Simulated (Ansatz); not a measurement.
Species, as SMILES: [SiH2] (SiH2) (closed-shell singlet).
Geometry (B3LYP-D3(BJ)/def2-TZVP, fixed):
```xyz
3

Si     0.0052     0.0009     0.1327
H     -0.0342     1.0849    -0.9366
H     -0.0389    -1.0973    -0.9218
```

Basis-set convergence of the dipole moment at MP2 with Ansatz (an electronic-structure program). Dipoles come from the density behind the forces; the sign is taken along the dipole that this method gives in the largest set. The reference of a correlated method is not its basis-set limit, which lies further on. Cartesian d functions, on some or all atoms, in 6-31G**; all else is spherical. Cores are frozen. A restricted Hartree-Fock determinant is unstable towards unrestricted orbitals. No added dispersion term, no relativity. Reference: the value in aug-pcseg-3, 0.135 D, itself unsure by roughly 0.016 D (its mean distance from aug-cc-pV(Q+d)Z, def2-QZVPPD). Deviations are taken from unrounded values.

| basis | functions | dipole moment (D) | minus reference (D) |
|---|---|---|---|
| 3-21G | 17 | 0.607 | 0.472 |
| pcseg-0 | 17 | 0.550 | 0.415 |
| pcseg-1 | 28 | 0.228 | 0.093 |
| 6-31G** | 29 | 0.384 | 0.249 |
| def2-SVPD | 40 | 0.147 | 0.012 |
| 6-311++G(2d,2p) | 55 | 0.133 | -0.002 |
| def2-TZVPD | 61 | 0.174 | 0.039 |
| cc-pV(T+d)Z | 67 | 0.140 | 0.005 |
| aug-pcseg-2 | 96 | 0.133 | -0.002 |
| aug-cc-pV(T+d)Z | 101 | 0.139 | 0.004 |
| def2-QZVPP | 130 | 0.150 | 0.015 |
| aug-cc-pV(Q+d)Z | 181 | 0.152 | 0.017 |
| pcseg-4 | 227 | 0.145 | 0.010 |
